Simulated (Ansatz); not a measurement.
in.yaml

```yaml
crystal:
  periodic: [false, false, false]
  atoms:
    - {symbol: Al, position_ang: [0.000000, 0.049600, 0.000000]}
    - {symbol: H, position_ang: [0.000000, 0.196326, -1.346440]}
    - {symbol: H, position_ang: [0.000000, 0.196332, 1.346439]}
    - {symbol: H, position_ang: [0.000000, -1.720401, 0.000004]}
basis:
  gaussian: {orbitals: cc-pVDZ}
total_charge: 1
magnetization: {spin_polarized: false, initial_magnetization: 1}
correlation: {method: mp2, electrons: outside_noble_gas}
```

```sh
$ ansatz run in.yaml --threads 1 --pin off --events-out ev --progress --plain --max-ram 2393MiB
```

Log:

```
308 factors; integrals over basis functions are off by at most 1.3e-3 eV
mean field evaluation 1: about -6618.1045 eV, gradient 8.4e0 eV
mean field evaluation 2: about -6618.1053 eV, gradient 8.4e0 eV
mean field evaluation 4: about -6618.9640 eV, gradient 7.0e-1 eV
mean field evaluation 8: about -6618.9669 eV, gradient 1.3e-4 eV
mean field -6618.96688572 eV, -243.2425465532 hartree, gradient 1.3e-6 eV, S^2 0.750000; 0 other end points of the search recorded, 0 dependent functions left out
mean field evaluation 16: about -6618.9960 eV, gradient 2.2e-1 eV
5 core orbitals not correlated: weight in the atoms' cores, before any rotation towards them, 1.000 or more for the frozen orbitals, at most 0.000 for the correlated occupied ones
reference -6618.96688572 eV, -243.2425465532 hartree; 3, 2 occupied and 25, 26 virtual orbitals, 308 factors
second order -1.46079595 eV of doubles, -0.01722104 eV of singles
Total energy: -6620.44490271 eV, -243.2968626760 hartree
```

Ran on 1 thread of Intel Xeon, shared host: 1 s wall, 0.08 GiB peak host memory.
